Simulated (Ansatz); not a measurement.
Frontier orbitals of CH3NOS2, SMILES `NC1(O)SS1`.

The species carries charge 0 and has multiplicity 1. The geometry is a stationary point of PBE0-D4/def2-TZVP. It is one conformer, not always the lowest. Basis def2-TZVPP, Ansatz 0.2.0.

| functional | HOMO (eV) | LUMO (eV) | gap (eV) |
| --- | --- | --- | --- |
| PBE | -4.82 | -2.62 | 2.20 |
| BLYP | -4.68 | -2.50 | 2.18 |
| B97M-V | -5.13 | -2.42 | 2.71 |
| PBE0 | -6.06 | -1.72 | 4.34 |
| B3LYP | -5.83 | -1.95 | 3.88 |
| r2SCANh | -5.51 | -2.17 | 3.34 |
| ωB97M-V | -8.24 | 0.36 | 8.60 |
| HF | -8.89 | 1.89 | 10.78 |

A quarter of exact exchange (PBE0) shifts PBE's HOMO by −1.24 eV and its LUMO by +0.90 eV; full exchange at long range (ωB97M-V) shifts them by −3.42 and +2.98 eV. The gap opens from 2.20 to 8.60 eV, since occupied levels lose self-interaction and empty ones feel all the electrons. A positive LUMO is unbound and depends on the basis.

B3LYP here is the variant with VWN-RPA as its local correlation; programs differ in this.
